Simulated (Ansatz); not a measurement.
# Al₂H (doublet): from Hartree-Fock to the top rungs, cc-pVTZ

How much of the correlation energy of Al₂H (doublet) does each wave-function method recover here?

Method: cc-pVTZ, core rule «outside noble gas», up to 10 orbitals frozen; program: Ansatz 0.2.0, Gaussian basis.

To be run: UHF; CCSD(T) on ROHF; CCSD(T) on UHF; BCCD(T) on ROHF; CCSDT(Q) on ROHF; CCSDT(Q) on UHF; CASSCF and MRCISD+Q, 7 electrons in 9 orbitals; CASSCF and NEVPT2, 7 electrons in 9 orbitals.

### Step 1. What is computed

The geometry is a PBE0/def2-TZVP stationary point (not a proven minimum).

3 atoms, charge 0, spin multiplicity 2.

Atoms are counted from 1 here; the program's logs count them from 0.

Bond lengths: Al1–Al2 2.677 Å, Al1–H3 1.619 Å. Angles: Al2–Al1–H3 180.0°.

Coordinates:

```
atom   x (Å)   y (Å)    z (Å)
 Al1  0.0000  0.0000   0.3526
 Al2  0.0000  0.0000  -2.3244
  H3  0.0000  0.0000   1.9718
```

In the tables R marks a restricted open-shell determinant and U an unrestricted one; 'valence' is the active space of 7 electrons in 9 orbitals; correlation energies count from the lowest restricted Hartree-Fock solution.

### Step 2. UHF

in.yaml reads:

```yaml
crystal:
  periodic: [false, false, false]
  atoms:
    - {symbol: Al, position_ang: [0.000000, 0.000000, 0.352569]}
    - {symbol: Al, position_ang: [0.000000, 0.000000, -2.324369]}
    - {symbol: H, position_ang: [0.000000, 0.000000, 1.971799]}
basis:
  gaussian: {orbitals: cc-pVTZ}
magnetization: {spin_polarized: true, initial_magnetization: 1}
hamiltonian: {xc: hf}
output: {orbitals: {seedname: orbitals}}
```

Launch:

```console
$ ansatz run in.yaml --threads 1 --pin off --events-out ev --progress --plain --max-ram 2393MiB
```

Further steps of the session: CCSD(T) on ROHF; CCSD(T) on UHF; BCCD(T) on ROHF; CCSDT(Q) on ROHF; CCSDT(Q) on UHF; CASSCF and MRCISD+Q, 7 electrons in 9 orbitals; CASSCF and NEVPT2, 7 electrons in 9 orbitals.

**Question.** What will the summary of the whole plan be? Wanted: correlation energy, UCCSDT(Q); RMP2 from UCCSDT(Q); UMP2 from UCCSDT(Q); RCCSD from UCCSDT(Q); RCCSD(T) from UCCSDT(Q); UCCSD(T) from UCCSDT(Q); RCCSDT(Q) from UCCSDT(Q); NEVPT2 valence from UCCSDT(Q); MRCISD+Q valence from UCCSDT(Q).

The runs gave:

| quantity | value |
| --- | --- |
| correlation energy, UCCSDT(Q) | -4.2497 eV |
| RMP2 from UCCSDT(Q) | +1062.9 meV |
| UMP2 from UCCSDT(Q) | +1097.0 meV |
| RCCSD from UCCSDT(Q) | +229.8 meV |
| RCCSD(T) from UCCSDT(Q) | +53.9 meV |
| UCCSD(T) from UCCSDT(Q) | +55.3 meV |
| RCCSDT(Q) from UCCSDT(Q) | +0.3 meV |
| NEVPT2 valence from UCCSDT(Q) | +698.6 meV |
| MRCISD+Q valence from UCCSDT(Q) | +20.5 meV |
| levels of the table within 1 kcal/mol (43 meV) | RCCSDT, UCCSDT, RCCSDT(Q), MRCISD+Q valence |
| T1 diagnostic | 0.024 |
| effectively unpaired electrons | 1.12 |

**Reading.** RCCSD(T) misses by +53.9 meV, 1.3 % of the correlation energy. One determinant dominates. Of the multireference levels listed MRCISD+Q valence comes nearest in total energy (+20.5 meV), which doesn't show that its space is the better one. Coupled cluster took another determinant than the lowest Hartree-Fock one. These misses are within one basis, not against nature; the frozen cores of restricted and unrestricted runs differ, which can shift their rows.
